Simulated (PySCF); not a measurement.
N2, SMILES N#N (connectivity only; charge and spin as stated), charge +1, multiplicity 2. Atoms are numbered in the order given.

```xyz
2

N      0.0000     0.0000    -0.5521
N      0.0000     0.0000     0.5521
```
Charge +1, spin multiplicity 2.

Geometry: B3LYP-D3(BJ)/def2-TZVPD.

These are B3LYP-D3(BJ)/def2-TZVPD in PySCF values and carry that method's errors.

Harmonic, unscaled wavenumbers; measured fundamentals usually lie a few per cent lower.

Give all harmonic wavenumbers and intensities. (The exact figures need the calculation; the answer reports its results.)


```tsv
mode	ν (cm⁻¹)	IR (km/mol)	moving atoms (share of kinetic energy)
1	2334	0.0	N 100 %
```
